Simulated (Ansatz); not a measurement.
**SiPHCl (sextet): the correlation ladder, cc-pVDZ**

Aim: climb from Hartree-Fock through coupled cluster for SiPHCl (sextet) at one geometry and basis, and see what each rung misses.

Program: Ansatz 0.2.0, Gaussian basis. Level of theory: cc-pVDZ, core rule «outside noble gas», up to 15 orbitals frozen. These are calculated values, not measurements.

Plan: UHF; CCSD(T) on ROHF; CCSD(T) on UHF; BCCD(T) on ROHF; CISD; CCSDT(Q) on ROHF; CCSDT(Q) on UHF.

26 further runs of the same task are left out: 6 for a known fault of the program, 7 that didn't finish, 13 set aside as unsound or not needed.

### Step 1. What is computed

The geometry is a PBE0/def2-TZVP stationary point (not a proven minimum) of the parent state, kept for this charge and spin.

4 atoms, charge 0, spin multiplicity 6.

Atoms are counted from 1 here; the program's logs count them from 0.

Bond lengths: Cl1–Si2 2.068 Å, Si2–P3 2.282 Å, P3–H4 1.429 Å. Angles: Cl1–Si2–P3 112.5°, Si2–P3–H4 96.7°.

As a file:

```xyz
4
ClHPSi
Cl    0.01754   -0.37273    1.70341
Si    0.01912    0.85041    0.03638
P    -0.08062   -0.33186   -1.91286
H     1.32773   -0.38776   -2.14711
```

### Step 2. UHF

in.yaml

```yaml
crystal:
  periodic: [false, false, false]
  atoms:
    - {symbol: Cl, position_ang: [0.017539, -0.372733, 1.703409]}
    - {symbol: Si, position_ang: [0.019119, 0.850411, 0.036379]}
    - {symbol: P, position_ang: [-0.080618, -0.331858, -1.912861]}
    - {symbol: H, position_ang: [1.327734, -0.387755, -2.147109]}
basis:
  gaussian: {orbitals: cc-pVDZ}
magnetization: {spin_polarized: true, initial_magnetization: 5}
hamiltonian: {xc: hf}
output: {orbitals: {seedname: orbitals}}
```

On the command line:

```sh
$ ansatz run in.yaml --threads 1 --pin off --events-out ev --progress --plain --max-ram 2393MiB
```

The runs that follow: CCSD(T) on ROHF; CCSD(T) on UHF; BCCD(T) on ROHF; CISD; CCSDT(Q) on ROHF; CCSDT(Q) on UHF.

Q: Predict the results of all the runs planned. Wanted: UCCSDT(Q) below the RHF energy; RMP2 from UCCSDT(Q); UMP2 from UCCSDT(Q); RCCSD from UCCSDT(Q); RCCSD(T) from UCCSDT(Q); UCCSD(T) from UCCSDT(Q); RCCSDT(Q) from UCCSDT(Q); T1 diagnostic.

As calculated:

| quantity | value |
| --- | --- |
| UCCSDT(Q) below the RHF energy | -8.8997 eV |
| RMP2 from UCCSDT(Q) | +32.70 kcal/mol |
| UMP2 from UCCSDT(Q) | +33.03 kcal/mol |
| RCCSD from UCCSDT(Q) | +7.29 kcal/mol |
| RCCSD(T) from UCCSDT(Q) | +1.67 kcal/mol |
| UCCSD(T) from UCCSDT(Q) | +1.68 kcal/mol |
| RCCSDT(Q) from UCCSDT(Q) | +0.06 kcal/mol |
| levels within 1 kcal/mol (43 meV) | RCCSDT, UCCSDT, RCCSDT(Q) |
| T1 diagnostic | 0.027 |

RCCSD(T) misses by +1.67 kcal/mol, 0.8 % of the correlation energy. These misses are within one basis, not against nature; the frozen cores of restricted and unrestricted runs differ, which can shift their rows.
